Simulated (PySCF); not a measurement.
One molecule, one basis, several functionals.

Compound: H₂O.
Structure used (GFN2-xTB), in Å, numbered top down from 1:
```
atom  x, y, z in Å
O1     0.0043    0.3785   -0.0026
H2    -0.7686   -0.1895   -0.0111
H3     0.7758   -0.1915    0.0011
```

PySCF, 6-31++G** basis, density fitting, gas phase, GFN2-xTB geometry. One functional is left out:

```json
{"functional": "B97-D", "exact exchange (%)": "0", "HOMO energy (eV)": "-7.20", "LUMO energy (eV)": "-0.83", "dipole moment (D)": "2.120"}
{"functional": "BLYP", "exact exchange (%)": "0", "HOMO energy (eV)": "-7.11", "LUMO energy (eV)": "-1.05", "dipole moment (D)": "2.120"}
{"functional": "BP86", "exact exchange (%)": "0", "HOMO energy (eV)": "-7.26", "LUMO energy (eV)": "-0.80", "dipole moment (D)": "2.132"}
{"functional": "HCTH407", "exact exchange (%)": "0", "HOMO energy (eV)": "-7.36", "LUMO energy (eV)": "-1.02", "dipole moment (D)": "2.099"}
{"functional": "LDA", "exact exchange (%)": "0", "HOMO energy (eV)": "-7.28", "LUMO energy (eV)": "-0.90", "dipole moment (D)": "2.209"}
{"functional": "OLYP", "exact exchange (%)": "0", "HOMO energy (eV)": "-7.07", "LUMO energy (eV)": "-1.28", "dipole moment (D)": "2.080"}
{"functional": "OPBE", "exact exchange (%)": "0", "HOMO energy (eV)": "-7.10", "LUMO energy (eV)": "-0.97", "dipole moment (D)": "2.087"}
{"functional": "PBE", "exact exchange (%)": "0", "HOMO energy (eV)": "-7.15", "LUMO energy (eV)": "-0.91", "dipole moment (D)": "2.123"}
{"functional": "PW91", "exact exchange (%)": "0", "HOMO energy (eV)": "-7.23", "LUMO energy (eV)": "-1.06", "dipole moment (D)": "2.127"}
{"functional": "revPBE", "exact exchange (%)": "0", "HOMO energy (eV)": "-7.10", "LUMO energy (eV)": "-0.97", "dipole moment (D)": "2.100"}
{"functional": "B3LYP", "exact exchange (%)": "20", "HOMO energy (eV)": "-8.74", "LUMO energy (eV)": "-0.64", "dipole moment (D)": "2.160"}
{"functional": "B97-2", "exact exchange (%)": "21", "HOMO energy (eV)": "-8.69", "LUMO energy (eV)": "-0.28", "dipole moment (D)": "2.150"}
{"functional": "mPW1PW91", "exact exchange (%)": "25", "HOMO energy (eV)": "-9.05", "LUMO energy (eV)": "-0.38", "dipole moment (D)": "2.169"}
{"functional": "BHandHLYP", "exact exchange (%)": "50", "HOMO energy (eV)": "-10.84", "LUMO energy (eV)": "0.03", "dipole moment (D)": "2.200"}
```

Problem. Predict the row of X3LYP (22 % exact exchange) by straight lines through the other rows, and check it.

Solution. 
```csv
property,line,computed,computed − line,"B97-2 (21 %), for comparison"
HOMO energy (eV),-8.81,-8.83,-0.02,-8.69
LUMO energy (eV),-0.49,-0.63,-0.14,-0.28
dipole moment (D),2.157,2.163,+0.006,2.150
```

Problem. Which of these properties follows the share of exact exchange most closely, and which least?

Solution. Most closely the HOMO energy, least the dipole moment; the correlations over the tabulated rows are HOMO energy -0.997, LUMO energy 0.923, dipole moment 0.646. The HOMO energy moves by -0.735 eV for every 10 %. Functionals with the same share still differ in their other parts: at 0 % HCTH407 and OLYP differ by 0.29 eV in it.
